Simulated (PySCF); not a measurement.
Gas-phase reaction: c-Si₃H₆ + 2 SiHCl₃ → 2 SiH + 3 SiH₂Cl₂

Energies from PySCF, thermal terms from the rigid-rotor harmonic-oscillator model, ideal gas at 1 bar. † marks an energy on the PBE0/def2-TZVP geometry and frequencies; other levels use their own. MP2 and CCSD(T) freeze the core. 6-31G* has spherical d functions here. Open shells (unrestricted): SiH (multiplicity 2, electronic degeneracy 4); the rest are closed-shell singlets. Spin-orbit splitting is ignored; it lowers the true energy and changes the entropy of SiH. B3LYP is the form with VWN-RPA correlation. c-Si₃H₆: computed as isolated molecules; such fragments, hydroxides, amides, oligomers or adducts are transient or little studied in the gas. MP2 isn't extrapolated to the basis-set limit; its ΔH°(298 K) is 504.5 kJ in def2-SVP and 533.7 kJ in def2-TZVPP. CCSD(T) isn't extrapolated to the basis-set limit; its ΔH°(298 K) is 471.7 kJ in def2-SVP and 498.2 kJ in def2-TZVPP. The harmonic model lacks anharmonicity and excited electronic states, which grow with temperature; levels with a mode under 35 cm⁻¹ are left out. Warning, large T1 diagnostic: SiH (CCSD(T)/def2-TZVPP†).

```json
[
 {"level": "B3LYP/6-31G*", "ΔE electronic, kJ": "480", "ΔH°(298 K), kJ": "468", "ΔS°(298 K), J/K": "325", "ΔG°(2000 K), kJ": "-138"},
 {"level": "CCSD(T)/def2-TZVPP†", "ΔE electronic, kJ": "510", "ΔH°(298 K), kJ": "498", "ΔS°(298 K), J/K": "321", "ΔG°(2000 K), kJ": "-101"},
 {"level": "HF/6-31G*", "ΔE electronic, kJ": "343", "ΔH°(298 K), kJ": "330", "ΔS°(298 K), J/K": "333", "ΔG°(2000 K), kJ": "-295"},
 {"level": "HF/def2-TZVP†", "ΔE electronic, kJ": "354", "ΔH°(298 K), kJ": "342", "ΔS°(298 K), J/K": "321", "ΔG°(2000 K), kJ": "-257"},
 {"level": "MP2/def2-TZVPP†", "ΔE electronic, kJ": "546", "ΔH°(298 K), kJ": "534", "ΔS°(298 K), J/K": "321", "ΔG°(2000 K), kJ": "-65"},
 {"level": "PBE/def2-SVP", "ΔE electronic, kJ": "569", "ΔH°(298 K), kJ": "558", "ΔS°(298 K), J/K": "319", "ΔG°(2000 K), kJ": "-35"},
 {"level": "PBE/def2-TZVP†", "ΔE electronic, kJ": "560", "ΔH°(298 K), kJ": "548", "ΔS°(298 K), J/K": "321", "ΔG°(2000 K), kJ": "-51"},
 {"level": "LDA/def2-TZVP†", "ΔE electronic, kJ": "666", "ΔH°(298 K), kJ": "654", "ΔS°(298 K), J/K": "321", "ΔG°(2000 K), kJ": "55"},
 {"level": "ωB97X-V/def2-TZVP†", "ΔE electronic, kJ": "556", "ΔH°(298 K), kJ": "543", "ΔS°(298 K), J/K": "321", "ΔG°(2000 K), kJ": "-55"}
]
```
ΔH° is lowest at HF/6-31G* and highest at LDA/def2-TZVP†. No reference value is set beside these.
